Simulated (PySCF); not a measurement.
Some computed properties have been withheld. Give your best values.

Silanimine, H3NSi.
Bonds: N1–Si2 (double). Hydrogens: H3 on N1; H4, H5 on Si2.

```tsv
property	level	value
point group	PBE0-D3(BJ)/def2-SVP	?
rotational constants A, B, C	PBE0-D3(BJ)/def2-SVP	134.300, 16.668, 14.828 GHz
dipole moment	PBE0/pcSseg-1	?
HOMO energy	PBE0/pcSseg-1	?
LUMO energy	PBE0/pcSseg-1	?
1H chemical shifts (computed TMS as zero) by class	GIAO PBE0/pcSseg-1	?
isotropic shieldings of nuclei other than C and H, by class	GIAO PBE0/pcSseg-1	-48 (N1), 269 (Si2) ppm
```

Electronic properties: PySCF, gas phase, density fitting. Geometry: PBE0-D3(BJ)/def2-SVP; no solvent, vibrations or thermal averaging.

(1) The dipole moment?

(2) The LUMO energy?

(3) Give the point group.

(4) The HOMO energy?

(5) What are the 1H chemical shifts (computed TMS as zero) by class?

Results:

(1) 2.39 D.

(2) -1.55 eV.

(3) Cs.

(4) -7.62 eV.

(5) 11.53 (H3), 6.55 (H4), 5.56 (H5) ppm.

The dipole equals about 8.0 × 10⁻³⁰ C·m (1 D = 3.33564 × 10⁻³⁰ C·m). The rotational constants make it an asymmetric top with κ = (2B − A − C)/(A − C) = -0.97, nearer the prolate limit (−1). With B = h/(8π²I), that is 505.379 GHz u Å² over I, the principal moments of inertia are 3.76, 30.3 and 34.1 u Å² (most abundant isotopes).

For the NMR shielding job (PBE0/pcSseg-1), time: 2.5 s wall (grids of density and orbitals included); peak memory 0.30 GiB. Hardware: one thread of an Intel Xeon at 2.30 GHz, no GPU, on a shared host.
